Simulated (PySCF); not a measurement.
Can point charges reproduce the dipole moment of `C=C/C=N\C=O`?

Coordinates (PBE0-D3(BJ)/def2-SVP, Å) and charges (e) from the PBE0/pcSseg-1 density (PySCF):

| atom | x | y | z | Mulliken | IAO | Hirshfeld | ESP-fitted |
| --- | --- | --- | --- | --- | --- | --- | --- |
| C1 | -1.884 | -0.288 | 0.063 | -0.1286 | -0.2562 | -0.0556 | -0.4425 |
| C2 | -0.555 | -0.260 | 0.214 | -0.2404 | -0.1719 | -0.0444 | -0.1119 |
| C3 | 0.216 | 0.957 | -0.030 | +0.1592 | +0.0601 | +0.0681 | +0.3397 |
| N4 | 1.478 | 1.085 | 0.053 | -0.4125 | -0.2707 | -0.1390 | -0.5466 |
| C5 | 2.371 | 0.115 | 0.458 | +0.3569 | +0.3188 | +0.1460 | +0.6154 |
| O6 | 2.514 | -0.279 | 1.587 | -0.3801 | -0.4259 | -0.2563 | -0.4792 |
| H7 | -2.465 | -1.194 | 0.251 | +0.1430 | +0.1665 | +0.0634 | +0.2183 |
| H8 | -2.436 | 0.603 | -0.252 | +0.1361 | +0.1538 | +0.0577 | +0.2005 |
| H9 | -0.007 | -1.148 | 0.544 | +0.1490 | +0.1644 | +0.0547 | +0.1497 |
| H10 | -0.364 | 1.847 | -0.328 | +0.1246 | +0.1505 | +0.0576 | +0.0651 |
| H11 | 3.034 | -0.211 | -0.381 | +0.0928 | +0.1105 | +0.0478 | -0.0085 |

Question: Form Σ q r in debye for every column and set it beside the full dipole.

Answer: The full density gives (-3.20, -0.40, -2.32) D, 3.98 D in size; dipole vectors point from the negative to the positive end.

| scheme | μx | μy | μz | size (D) | share of the full size (%) | angle to the full dipole (°) |
| --- | --- | --- | --- | --- | --- | --- |
| Mulliken | -3.64 | -0.47 | -2.50 | 4.44 | 112 | 2 |
| IAO | -3.02 | -0.01 | -2.87 | 4.17 | 105 | 9 |
| Hirshfeld | -2.56 | 0.11 | -1.77 | 3.11 | 78 | 8 |
| ESP-fitted | -3.18 | -0.46 | -2.41 | 4.01 | 101 | 2 |

Question: Which set comes closest?

Answer: Length of the difference vector: ESP-fitted 0.11 D, Mulliken 0.48 D, IAO 0.70 D, Hirshfeld 0.99 D. Closest: ESP-fitted. The schemes that divide the density aren't constrained to reproduce the dipole.

Question: What is left for the Hirshfeld atoms' own dipoles?

Answer: The shares of the density sum to the whole, so what Σ q r misses lies in dipoles about the nuclei. The atomic dipoles sum to (-3.20, -0.40, -2.32) − (-2.56, 0.11, -1.77) = (-0.64, -0.51, -0.55) D, 0.99 D in size.

Question: With the origin at the mean of the coordinates, (0.173, 0.112, 0.198) Å, which are the largest single terms, by size, of the Hirshfeld dipole along the direction of the full one?

Answer: O6 +3.27, C5 -1.35, N4 +0.71, H7 +0.68, H8 +0.64 D; all 11 atoms together +3.08 D. The single terms depend on the origin, their sum doesn't.

Question: Give the size of the full dipole in other units.

Answer: 3.98 D = 1.564 au = 0.828 e·Å = 13.26 × 10⁻³⁰ C·m.

Geometry: PBE0-D3(BJ)/def2-SVP, one conformer, isolated molecule.

Shape of the structure used: `[CH2:1]=[CH:2]/[CH:3]=[N:4]\[CH:5]=[O:6]`: C1–C2–C3–N4 -178°, C3–N4–C5–O6 -72°.
